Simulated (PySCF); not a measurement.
# Worked example: correlation energy of SiO, singlet

Geometry: MP2(full)/6-31G*, from the G2/97 set.

```xyz
2

Si    0.0000    0.0000    0.0000
O     0.0000    0.0000    1.5423
```

Basis STO-3G; PySCF 2.14.0. Correlated methods freeze the noble-gas cores, which leaves 10 electrons in 8 orbitals. Prefix R: restricted or restricted open-shell reference.

Full CI is exact within this basis and frozen core; it isn't the basis-set limit.

| level | total energy (hartree) |
| --- | --- |
| RHF | -359.393867 |
| RMP2 | -359.543073 |
| RCCSD | -359.528709 |
| RCCSD(T) | -359.547337 |
| RCCSDT | -359.548270 |
| RCCSDT(Q) | -359.546326 |
| full CI | -359.546815 |

Q: What is the correlation energy at full CI, and what share of it do RMP2 and RCCSDT(Q) recover?

A: E(corr) = -359.546815 − (-359.393867) = -0.152948 hartree = -4.162 eV. RMP2: -0.149206 / -0.152948 = 97.55 %. RCCSDT(Q): -0.152459 / -0.152948 = 99.68 %.

Q: By how many kcal/mol does RCCSD(T) miss full CI (1 hartree = 627.509 kcal/mol), and which steps make up the rest?

A: -359.547337 − (-359.546815) = -0.000522 hartree = -0.33 kcal/mol. Steps: RCCSDT − RCCSD(T) = -0.59, RCCSDT(Q) − RCCSDT = 1.22, full CI − RCCSDT(Q) = -0.31 kcal/mol. That is within 1 kcal/mol of the reference in this basis, which itself misses far more of the correlation at the basis-set limit.
